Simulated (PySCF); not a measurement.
Dissociation curve of HF, singlet.

Level of theory: PySCF with CCSD(T) on UHF/cc-pVTZ, 1 core orbital frozen.

### Question
Relative to R = 0.92 Å, what are the energies at R = 1.25, 1.86, 2.03, 2.77 Å?

### Answer
38.4 kcal/mol at 1.25 Å, 116.0 kcal/mol at 1.86 Å, 126.7 kcal/mol at 2.03 Å, 136.4 kcal/mol at 2.77 Å.

The unrestricted determinant behind UCCSD(T) is spin-contaminated at 1.38 to 3.64 Å (<S²> up to 1.0, against 0.00 for a pure singlet).
